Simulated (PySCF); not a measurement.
# Simulated absorption spectrum

Species: chlorothioborine, BClS.
Atom-mapped SMILES: `[S:1]=[B:2][Cl:3]`

Structure used (PBE0-D3(BJ)/def2-SVP), in Å, numbered top down from 1:
```xyz
3
BClS angstrom
S     -1.6286    0.1673   -0.0129
B     -0.0171    0.1028   -0.0084
Cl     1.6687    0.0352   -0.0037
```

Theory: TDDFT B3LYP/def2-SVPD, vertical, gas phase, core orbitals frozen in the response in PySCF.

Computed states:

```json
{"state": "S1", "E (eV)": "5.27", "f": "0.0000"}
{"state": "S2", "E (eV)": "5.45", "f": "0.0000"}
{"state": "S3", "E (eV)": "5.45", "f": "0.0000"}
{"state": "S4", "E (eV)": "6.53", "f": "0.028"}
{"state": "S5", "E (eV)": "6.53", "f": "0.028"}
{"state": "S6", "E (eV)": "7.66", "f": "0.736"}
{"state": "S7", "E (eV)": "8.36", "f": "0.067"}
{"state": "S8", "E (eV)": "8.36", "f": "0.067"}
{"state": "S9", "E (eV)": "8.37", "f": "0.0011"}
{"state": "S10", "E (eV)": "8.37", "f": "0.0011"}
```

Broadening: Gaussians 0.3 eV wide at half height, area fixed by f = 4.319×10⁻⁹ ∫ε dν̃. The width is an assumption, not a result. The curve ends short of the highest state used, and states not computed would add to its high-energy end.

Problem. Give the broadened spectrum and its maxima.

Solution. 
E (eV), ε (L mol⁻¹ cm⁻¹) and a bar:
```
     4.82          0 
     4.88          0 
     4.93          0 
     4.98          0 
     5.04          0 
     5.09          0 
     5.15          0 
     5.20          0 
     5.25          0 
     5.31          0 
     5.36          0 
     5.41          0 
     5.47          0 
     5.52          0 
     5.57          0 
     5.63          0 
     5.68          0 
     5.73          0 
     5.79          0 
     5.84          0 
     5.90          0 
     5.95          0 
     6.00          1 
     6.06          6 
     6.11         24 
     6.16         80 
     6.22        279 
     6.27        663 
     6.32       1353 #
     6.38       2598 #
     6.43       3777 ##
     6.48       4708 ##
     6.54       5004 ##
     6.59       4444 ##
     6.65       3145 #
     6.70       1991 #
     6.75       1080 
     6.81        423 
     6.86        164 
     6.91         54 
     6.97         12 
     7.02          3 
     7.07          2 
     7.13         10 
     7.18         48 
     7.23        199 
     7.29        886 
     7.34       2597 #
     7.40       7704 ###
     7.45      16098 #######
     7.50      28834 #############
     7.56      47354 #####################
     7.61      60439 ###########################
     7.66      66128 ##############################
     7.72      60113 ###########################
     7.77      46867 #####################
```

Maxima: 190 nm (6.53 eV), ε about 5000, made up of S4 (50%) and S5 (50%); 162 nm (7.66 eV), ε about 66000, made up of S6 (100%) (ε in L mol⁻¹ cm⁻¹; maxima over ε = 5, shares over 10%).

Problem. What would ε be at 7.66 eV, the highest of these maxima, with half the width (0.15 eV)?

Solution. About 132000 L mol⁻¹ cm⁻¹ against 66200, a factor of about 2.00; a lone state at its own centre would give exactly 2.

Problem. Coming from long wavelengths, where does ε first pass 100 L mol⁻¹ cm⁻¹?

Solution. At about 201 nm (6.17 eV), 0.90 eV above S1.

Problem. Does any computed singlet lie in the visible range?

Solution. No computed singlet lies in the visible range (380 to 750 nm); the lowest, at 235 nm, stands 2.01 eV above its violet end (3.26 eV).

The vertical ionisation energy (ΔSCF) is 10.68 eV, 2.31 eV above S10.
